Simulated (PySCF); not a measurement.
## Choosing a basis for TDDFT

Compound: CH2BH, CH₃B.
SMILES: `B=C`

TDDFT with PBE0 (PySCF), vertical singlets, core orbitals frozen in the response, spherical d and f functions. Isolated species at its PBE0-D3(BJ)/def2-SVP geometry, gas phase.

| basis | functions | diffuse | S1 (eV) | S2 (eV) | S3 (eV) | S4 (eV) | S5 (eV) | LUMO (eV) | α (au) |
| --- | --- | --- | --- | --- | --- | --- | --- | --- | --- |
| 6-31G* | 34 | no | 3.18 | 7.24 | 7.82 | 8.03 | 9.58 | -1.02 | 21.5 |
| def2-SVP | 43 | no | 3.18 | 7.05 | 7.32 | 7.72 | 8.91 | -1.37 | 23.8 |
| def2-SVPD | 64 | yes | 3.19 | 6.25 | 6.70 | 7.07 | 7.70 | -1.47 | 29.9 |
| def2-TZVP | 80 | no | 3.19 | 6.58 | 6.71 | 7.71 | 7.73 | -1.48 | 28.5 |

Compare the sets with the largest diffuse one.

States are compared by their number. Against the only diffuse basis here (def2-SVPD, itself not a converged limit), sets without diffuse functions differ by up to 0.02 eV in S1 and 1.88 eV in S5. State by state, the largest deviation of a set without diffuse functions is S1 0.02, S2 1.00, S3 1.11, S4 0.97, S5 1.88 eV. The same number needn't mean the same state in each row. Against def2-SVPD the polarisability deviates by -28% in 6-31G*, -20% in def2-SVP, -5% in def2-TZVP.
